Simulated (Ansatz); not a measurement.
Relaxed structures of B₂NH₄ (charge -1), closed shell (PBE0-D4/def2-TZVPD; forces vanish, vibrations not checked; lower isomers may exist, and structures with a doubtful reference or unclear bonds are left out; Å). Computed with Ansatz 0.2.0 (basis: def2-TZVPPD); correlated methods freeze the cores.

(1) Rank them by CCSD(T) energy, lowest first, and give each one's height above the lowest. Links in brackets join atoms within 1.22 times the sum of their covalent radii (1.1 for two metals). (An estimate is asked for; the value comes from the calculation.)
A.
B₂NH₄ ([BH2][BH][NH]), total charge -1
```
7
angstrom
B -1.0217 0.3455 -0.5165
B 0.3528 0.0674 0.4245
N 1.0228 -1.1137 0.1577
H -1.7620 -0.5461 -0.8832
H -1.3355 1.4331 -0.9791
H 0.8011 0.9427 1.1911
H 1.9426 -1.1290 0.6056
```
B.
B₂NH₄ ([BH][BH][NH2]), total charge -1
```
7
angstrom
B -1.0349 0.0943 -0.5507
B 0.2303 -0.2335 0.2862
N 1.2585 -1.2972 0.3706
H -2.2024 0.2747 -0.7505
H 1.2855 -1.9348 -0.4107
H 0.4160 0.7367 1.0236
H 2.1976 -0.9812 0.5627
```
C.
B₂NH₄ ([BH]1[BH2][NH]1), total charge -1
```
7
angstrom
B -0.6904 0.1086 -0.5108
B 0.2161 0.4085 0.8921
N 0.6885 -0.4482 -0.0546
H -1.6446 -0.6752 -0.5207
H -0.6993 0.8904 -1.4666
H 0.6732 0.7731 1.9540
H 1.4565 -1.0573 -0.2936
```
D.
B₂NH₄ ([BH2][B][NH2]), total charge -1
```
7
angstrom
B -1.2338 0.3696 -0.5376
B 0.0463 -0.4195 -0.2384
N 1.2147 -1.1398 0.0339
H -2.3371 -0.1026 -0.3271
H -1.1942 1.4975 -0.9967
H 1.6704 -1.7443 -0.6333
H 1.6974 -1.1137 0.9197
```

T1 diagnostic: at most 0.019. The highest PBE0 orbital of the anion lies well above zero, so the extra electron may be unbound in the gas phase. The restricted Hartree–Fock reference is unstable towards an unrestricted one at one or more of these structures.

## Answers

(1) By the calculation: C (0.0 kJ/mol), A (52.8 kJ/mol), D (65.3 kJ/mol), B (149.4 kJ/mol). Heights count from the lowest.

For scale, one of the runs: CCSD(T)/def2-TZVPPD, 179 basis functions, launched by `ansatz run in.yaml --threads 2 --pin off --events-out ev --progress --plain --max-ram 4352MiB`. Hardware: 2 CPU threads of an Arm Neoverse N1, shared host. Wall time 47 s; peak host memory 1.7 GiB.
